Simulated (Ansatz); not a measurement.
# A geometry optimisation of C2H6O with B3LYP/6-31G*

The starting geometry of this gas-phase triplet was optimised with GFN2-xTB as a singlet; its bonds are those of `CCO`.

```xyz
9

C    -0.8638   -2.1729   -0.8159
C    -0.0839   -0.9243   -1.1985
O     1.1965   -0.9983   -0.6078
H    -0.3418   -3.0557   -1.1741
H    -1.8582   -2.1403   -1.2516
H    -0.9461   -2.2366    0.2655
H    -0.6163   -0.0291   -0.8438
H     0.0031   -0.8603   -2.2934
H     1.7084   -0.2245   -0.8626
```

Problem. Where would you expect an optimisation with B3LYP/6-31G* to take it?

Solution. It loosens into C2H5O + H, which stay close as a complex. Contacts that open: O3–H9 (0.96 → 2.45 Å).

The energy falls by 3.10 eV over 13 steps:

| step | E − E(last) (eV) |
| --- | --- |
| 1 | 3.098 |
| 2 | 2.044 |
| 4 | 0.259 |
| 5 | 0.089 |
| 6 | 0.035 |
| 8 | 0.002 |
| 9 | 0.001 |
| 10 | 0.000 |
| 12 | 0.000 |
| 13 | 0.000 |

Final geometry (Å):

```xyz
9

C    -1.0192   -2.2894   -0.8127
C    -0.0913   -1.1082   -1.0921
O     1.1458   -1.1831   -0.5035
H    -0.5729   -3.2205   -1.1772
H    -1.9872   -2.1528   -1.3091
H    -1.1933   -2.3929    0.2633
H    -0.5419   -0.1485   -0.7636
H     0.0653   -0.9550   -2.1793
H     2.3926    0.8082   -1.2081
```

No frequencies were run, so the end isn't proven a minimum. Open shells are spin-unrestricted. The triplet needn't be the ground state. Run with Ansatz 0.2.0, 24 s on 1 thread of Intel(R) Xeon(R) 6975P-C (Granite Rapids), on a shared host.
